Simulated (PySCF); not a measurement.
AlH4 (charge -1).
Hydrogens: H2, H3, H4, H5 on Al1.

The closed-shell ground state was solved at several levels (PySCF, density fitting, gas phase, non-relativistic). Geometry: PBE0-D3(BJ)/def2-TZVP; no solvent, vibrations or thermal averaging. No diffuse functions stand in pcSseg-2, which bears on an anion's orbital energies.

```tsv
level	basis functions	total energy (Eh)	HOMO (eV)	LUMO (eV)	gap (eV)
wB97X-D/pcSseg-2	99	-244.8570	-4.28	6.74	11.02
PBE0/pcSseg-2	99	-244.7323	-2.33	5.42	7.75
B97-2/pcSseg-2	99	-244.8634	-2.10	5.45	7.55
```

Question: What might KT3/pcSseg-2 (99 basis functions) give for the same quantities?

Answer: Total energy -246.9294 Eh, HOMO -1.14 eV, LUMO 4.87 eV, gap 6.01 eV.

Question: Over all these levels, which gives the widest orbital gap and which the narrowest?

Answer: wB97X-D/pcSseg-2 (range-separated hybrid) has the widest, 11.02 eV, and KT3/pcSseg-2 (GGA) the narrowest, 6.01 eV. From the narrowest to the widest the HOMO moves by -3.14 eV and the LUMO by +1.87 eV.

Question: In the pcSseg-2 basis, how does the gap go with the fixed share of exact exchange?

Answer: KT3 (0 %) 6.01 eV; B97-2 (21 %) 7.55 eV; PBE0 (25 %) 7.75 eV. Each rise in the share widens the gap here.

Note: wB97X-D ran without an empirical dispersion term, which enters the total energy and its gradient alone.
